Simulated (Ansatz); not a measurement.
Input file:

```yaml
crystal:
  periodic: [false, false, false]
  atoms:
    - {symbol: B, position_ang: [0.000000, 0.000000, 0.024600]}
    - {symbol: Al, position_ang: [0.000000, 0.000000, -1.916200]}
    - {symbol: H, position_ang: [0.000000, 0.000000, 1.891600]}
basis:
  gaussian: {orbitals: def2-mTZVP}
magnetization: {spin_polarized: true, initial_magnetization: 3}
hamiltonian: {xc: {name: PBE0}}
correlation: {method: ccsd, electrons: outside_noble_gas}
scf: {omitted_lower_state_checks: [cluster_reference]}
output: {forces: true}
```

```sh
$ ansatz run in.yaml --threads 1 --pin off --events-out ev --progress --plain --max-ram 2393MiB
```

The program prints:

```
these checks for a lower state are left out or cut short: cluster_reference
402 factors; integrals over basis functions are off by at most 1.3e-3 eV
mean field evaluation 1: about -7276.2796 eV, gradient 1.7e1 eV
mean field evaluation 2: about -7276.3309 eV, gradient 1.7e1 eV
mean field evaluation 4: about -7278.9277 eV, gradient 2.8e0 eV
mean field evaluation 8: about -7279.0520 eV, gradient 2.9e-1 eV
mean field evaluation 16: about -7279.0568 eV, gradient 4.0e-3 eV
mean field evaluation 32: about -7276.2252 eV, gradient 6.4e-1 eV
mean field -7279.05676883 eV, -267.5004023326 hartree, gradient 7.6e-6 eV, S^2 3.753793; 2 other end points of the search recorded, 0 dependent functions left out
6 core orbitals not correlated: weight in the atoms' cores, before any rotation towards them, 1.000 or more for the frozen orbitals, at most 0.000 for the correlated occupied ones
reference -7264.40557488 eV, -266.9619808859 hartree; 5, 2 occupied and 33, 36 virtual orbitals, 402 factors
second order -3.00803266 eV of doubles, -0.14692154 eV of singles
cycle   1  -3.42429724 eV  change   -2.7e-1 eV  update   8.1e-2
cycle   2  -3.64555252 eV  change   -2.2e-1 eV  update   3.6e-2
cycle   3  -3.71496349 eV  change   -6.9e-2 eV  update   1.7e-2
cycle   4  -3.72136856 eV  change   -6.4e-3 eV  update   6.2e-3
cycle   5  -3.72367482 eV  change   -2.3e-3 eV  update   2.9e-3
cycle   6  -3.72387447 eV  change   -2.0e-4 eV  update   1.4e-3
cycle   7  -3.72408878 eV  change   -2.1e-4 eV  update   5.7e-4
cycle   8  -3.72428739 eV  change   -2.0e-4 eV  update   2.6e-4
cycle   9  -3.72433654 eV  change   -4.9e-5 eV  update   1.4e-4
cycle  10  -3.72430897 eV  change    2.8e-5 eV  update   7.4e-5
cycle  11  -3.72430839 eV  change    5.8e-7 eV  update   3.4e-5
cycle  12  -3.72430300 eV  change    5.4e-6 eV  update   1.5e-5
cycle  13  -3.72430755 eV  change   -4.6e-6 eV  update   6.7e-6
cycle  14  -3.72430539 eV  change    2.2e-6 eV  update   3.5e-6
cycle  15  -3.72430331 eV  change    2.1e-6 eV  update   1.9e-6
cycle  16  -3.72430260 eV  change    7.2e-7 eV  update   8.3e-7
WARN: the results are in doubt because among natural orbitals full CI differs from the method by -0.092 eV
the calculation of the forces begins
Total energy: -7268.12987748 eV, -267.0988464819 hartree
Atom 0 at     0.000000     0.000000     0.024600 Å, force     0.000000    -0.000000     3.550307 eV/Å
Atom 1 at     0.000000     0.000000    -1.916200 Å, force    -0.000000     0.000000    -0.118666 eV/Å
Atom 2 at     0.000000     0.000000     1.891600 Å, force     0.000000    -0.000000    -3.431641 eV/Å
Dipole moment:    -0.000000     0.000000    -0.541606 e Å
In doubt: among natural orbitals full CI differs from the method by -0.092 eV
Checks for a lower state left out: cluster_reference
```

Forces (eV/Å):
```
B    0.000  0.000  3.550
Al   0.000  0.000 -0.119
H    0.000  0.000 -3.432
```

Ran on 1 thread of Arm Neoverse V1, shared host: 3.9 s wall, 0.18 GiB peak host memory.
